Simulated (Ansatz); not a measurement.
Compare A (`COC(O)O`) with its isomer B (`OCC(O)O`).

Calculated with Ansatz (gas phase, PBE0-D4/def2-TZVP geometries, no zero-point term in ΔE). CCSD(T)/CBS is the MP2 limit (def2-TZVPP, def2-QZVPP) plus CCSD(T) − MP2 in def2-TZVPP, frozen cores. DFT in def2-TZVPP. B3LYP here is the variant with VWN-RPA as its local correlation; programs differ in this. Each species was taken in one conformer, which may not be the lowest.

Q: Which isomer does CCSD(T)/CBS put lower? Give the gap. (An estimate is asked.)

A: Computed: B, by 3.8 kcal/mol.

Q: Give E(B) − E(A) in kcal/mol with r2SCAN-D4, MP2/def2-TZVPP, PBE-D4, B2PLYP, PBE0-D4, ωB97M-V, B3LYP-D4. (Best estimate.)

A: Computed: r2SCAN-D4 -2.3, MP2/def2-TZVPP -3.7, PBE-D4 -2.9, B2PLYP -2.5, PBE0-D4 -2.9, ωB97M-V -3.1, B3LYP-D4 -2.3. None reverses the order clearly.

Largest T1 diagnostic: 0.011.

In def2-TZVPP, CCSD(T) changes the Hartree–Fock value by −2.8 kcal/mol (the triples alone add −0.1 kcal/mol) and MP2 by −3.3 kcal/mol.
